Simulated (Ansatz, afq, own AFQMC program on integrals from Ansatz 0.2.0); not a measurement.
## Cu⁺, triplet in def2-TZVPP, levels against CCSDT(Q)

A free Cu cation.

Basis def2-TZVPP. Noble-gas cores (and the filled d shells of Ga–Kr and In–Xe) are frozen. AFQMC by an in-house program on the Cholesky factors that Ansatz 0.2.0 writes for its CCSD(T) run. The CISD trial takes its coefficients from CCSD amplitudes. Released means that phaseless walkers are propagated on without the constraint, phases kept. Error bars are statistical, one sigma. The metal's outer-core s and p shells are frozen, which shifts wave-function levels against functionals.

Determinant: UHF, the one that the program's search chose, which needn't be the lowest solution.

No full CI on the walks' own integrals is used here; CCSDT(Q) serves as the reference and is uncertain by about the last step of the cluster series.

Cautions: no relativity below Rb; outer-core shells of the metal frozen; another spin lies lower (by 3.13 eV).

The T1 diagnostic is 0.0106, the weight of the determinant in the CISD state is 0.957 and the ⟨S²⟩ of the determinant is 2.001. The size of the correlated space is 10 electrons in 55 orbitals.

Reference: CCSDT(Q), correlation energy -9.049 eV. The released energy is read at 2.00 1/Eh, later times being too noisy (meV from the phaseless value at times in 1/Eh: -2.2 ± 1.8 at 0.60, -4.3 ± 2.2 at 1.20, 6 ± 7 at 2.00, 30 ± 28 at 3.00, -1 ± 9 at 4.20).

| level | E − E(reference) (meV) | share of correlation (%) |
| --- | --- | --- |
| HF | 9049.3 | 0.00 |
| MP2 | -432.1 | 104.78 |
| CCSD | 207.7 | 97.70 |
| CCSD(T) | -11.6 | 100.13 |
| CCSDT | -2.6 | 100.03 |
| ph-AFQMC/CISD | 7.5 ± 1.3 | 99.92 |
| released AFQMC | 13.3 ± 6.6 | 99.85 |

Released energies are given only where the last usable release times agree within the noise; a slower fall can still hide under it.
